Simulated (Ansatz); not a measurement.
**C2H2O (singlet): from Hartree-Fock to the top rungs, cc-pVTZ**

How much of the correlation energy of C2H2O (singlet) does each wave-function method recover here?

Method: cc-pVTZ, core rule «outside noble gas», up to 3 orbitals frozen; program: Ansatz 0.2.0, Gaussian basis.

Plan: UHF; CCSD(T) on RHF; BCCD(T) on RHF; CISD; CCSDT(Q) on RHF; CASSCF and NEVPT2, 14 electrons in 13 orbitals.

18 further runs of the same task are left out: 1 that didn't finish, 17 set aside as unsound or not needed.

**1. What is computed**

The geometry is an MP2(full)/6-31G* stationary point (not a proven minimum).

5 atoms, charge 0, spin multiplicity 1.

Atoms are counted from 1 here; the program's logs count them from 0.

Bond lengths: C1–C2 1.318 Å, C1–H3 1.080 Å, C1–H4 1.080 Å, C2–O5 1.180 Å. Angles: C2–C1–H3 119.6°, C2–C1–H4 119.6°, H3–C1–H4 120.7°, C1–C2–O5 180.0°.

**2. UHF**

Contents of in.yaml:

```yaml
crystal:
  periodic: [false, false, false]
  atoms:
    - {symbol: C, position_ang: [0.000000, 0.000000, -1.301788]}
    - {symbol: C, position_ang: [0.000000, 0.000000, 0.016472]}
    - {symbol: H, position_ang: [0.000000, 0.938847, -1.835672]}
    - {symbol: H, position_ang: [0.000000, -0.938847, -1.835672]}
    - {symbol: O, position_ang: [0.000000, 0.000000, 1.196172]}
basis:
  gaussian: {orbitals: cc-pVTZ}
magnetization: {spin_polarized: true, initial_magnetization: 0}
hamiltonian: {xc: hf}
output: {orbitals: {seedname: orbitals}}
```

Command:

```bash
> ansatz run in.yaml --threads 1 --pin off --events-out ev --progress --plain --max-ram 4096MiB --backend cpu
```

After this run come: CCSD(T) on RHF; BCCD(T) on RHF; CISD; CCSDT(Q) on RHF; CASSCF and NEVPT2, 14 electrons in 13 orbitals.

Before running them: what should the planned runs give, taken together? Wanted: RCCSDT(Q) below the RHF energy; RMP2 from RCCSDT(Q); RCCSD from RCCSDT(Q); RCCSD(T) from RCCSDT(Q); NEVPT2 valence from RCCSDT(Q); T1 diagnostic; effectively unpaired electrons.

As calculated:

| quantity | value |
| --- | --- |
| RCCSDT(Q) below the RHF energy | -15.7435 eV |
| RMP2 from RCCSDT(Q) | +22.99 kcal/mol |
| RCCSD from RCCSDT(Q) | +18.11 kcal/mol |
| RCCSD(T) from RCCSDT(Q) | +1.26 kcal/mol |
| NEVPT2 valence from RCCSDT(Q) | +38.70 kcal/mol |
| levels within 1 kcal/mol (43 meV) | none |
| T1 diagnostic | 0.017 |
| effectively unpaired electrons | 0.06 |

RCCSD(T) misses by +1.26 kcal/mol, 0.3 % of the correlation energy. One determinant dominates. These misses are within one basis, not against nature.
